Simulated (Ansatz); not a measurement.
# CH5Si (SMILES [CH2][SiH3]): methods side by side

CH5Si has 7 atoms, charge 0, and is taken as a doublet. As SMILES, `[CH2][SiH3]`. The shape is that of a PBE0-D4/def2-TZVP optimisation.

```xyz
7

C    -0.1726   -1.1030    0.0474
Si    0.1323    0.7098   -0.0290
H    -1.1390   -1.5222    0.3085
H     0.5883   -1.8348   -0.2038
H    -0.1912    1.2566   -1.3791
H    -0.7197    1.4201    0.9618
H     1.5631    1.0056    0.2485
```

Quantity: the energy change with the C1–Si2 bond stretched from 1.840 to 2.300 Å, in eV. The values are calculated.

```csv
level,kind,program,value (eV),less FCI/STO-3G,CPU time (all runs)
UBLYP/STO-3G,GGA,Ansatz,1.38,-0.08,3.8 s
UB3LYP/STO-3G,global hybrid,Ansatz,1.54,+0.08,4.3 s
UPBE0/STO-3G,global hybrid,Ansatz,1.65,+0.19,4.2 s
U-wB97X/STO-3G,range-separated hybrid,Ansatz,1.71,+0.25,21 s
UMP2/STO-3G,perturbation theory,Ansatz,1.71,+0.25,0.26 s
UCCSD(T)/STO-3G,coupled cluster or CI,Ansatz,1.47,+0.01,0.47 s
UCCSD/STO-3G,coupled cluster or CI,Ansatz,1.48,+0.02,0.45 s
UCCSDT/STO-3G,coupled cluster or CI,Ansatz,1.46,0.00,1.6 s
FCI/STO-3G,exact in the basis,Ansatz,1.46,0.00,47 s
```

FCI/STO-3G is exact within its basis and frozen core, so for wave-function methods in that basis the difference is their error; functionals converge differently with the basis, so for them it is only a difference. The first shape isn't each level's own minimum. The values span 1.38 to 1.71 eV. Spin contamination of the reference (⟨S²⟩ at least 0.1 too high) touches UMP2/STO-3G, UCCSD(T)/STO-3G, UCCSD/STO-3G, UCCSDT/STO-3G. All rows use very small basis sets, so none should be taken for the real molecule's value. In so small a basis fixed costs decide the times, and correlated methods can beat functionals. CPU times are rough (shared hosts, several kinds of processor and program).
